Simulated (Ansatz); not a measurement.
Frontier orbitals of CH3FO, SMILES `OCF`.

```xyz
6

O    -1.082   -0.028   -0.002
C     0.273   -0.057   -0.205
F     0.903   -0.820    0.758
H    -1.274    0.498    0.780
H     0.733    0.937   -0.159
H     0.447   -0.530   -1.172
```

Total charge 0; spin multiplicity 1. Geometry: relaxed with PBE0-D4/def2-TZVP. It is one conformer, not always the lowest. Basis def2-TZVPP, Ansatz.

A caution on the coupled-cluster cation, which keeps the state that its UHF reference found: large T1 diagnostic of the cation.

Orbital energies of one run (eV). Highest occupied ones, from the top: -9.39, -10.14, -11.14, -12.18, -14.52, -14.82, -16.11, -20.02, -30.46, -34.75, -284.69, -527.49, -678.30. Empty: 1.55, 2.91, 3.48, 3.90, 5.29, 7.81.

**Question.** Which functional gave them?
A. r2SCAN0
B. ωB97X-V
C. r2SCAN
D. B97M-V

**Answer.** A. HOMO energies: r2SCAN0 -9.39, B97M-V -7.90, ωB97X-V -11.66, r2SCAN -7.75 eV.
